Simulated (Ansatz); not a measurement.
## Calcium, fcc: convergence with Fermi-Dirac smearing

Computed with Ansatz, LDA, scalar-relativistic PAW, on the relaxed cell (a = 5.343 Å; spin not included). Errors count from a run at 420 eV on a Γ-centred 17×17×17 mesh with Fermi-Dirac smearing of 0.1 eV, extrapolated to zero width. Fixed here: cutoff 420 eV, mesh 10×10×10. The SCF starts from atomic densities corrected by a trained network.

| width (eV) | E(σ→0) error (meV/atom) | F error (meV/atom) | P (GPa) | SCF iterations |
| --- | --- | --- | --- | --- |
| 0.01 | 1.8 | 1.6 | -0.07 | 6 |
| 0.03 | 1.8 | -0.8 | -0.05 | 6 |
| 0.1 | -0.8 | -20.7 | -0.01 | 6 |
| 0.2 | -0.1 | -80.2 | 0.07 | 6 |
| 0.3 | -0.5 | -180.4 | 0.18 | 6 |
| 0.6 | -39.6 | -695.3 | 0.68 | 6 |
| 1.0 | -193.4 | -1775.8 | 1.86 | 6 |
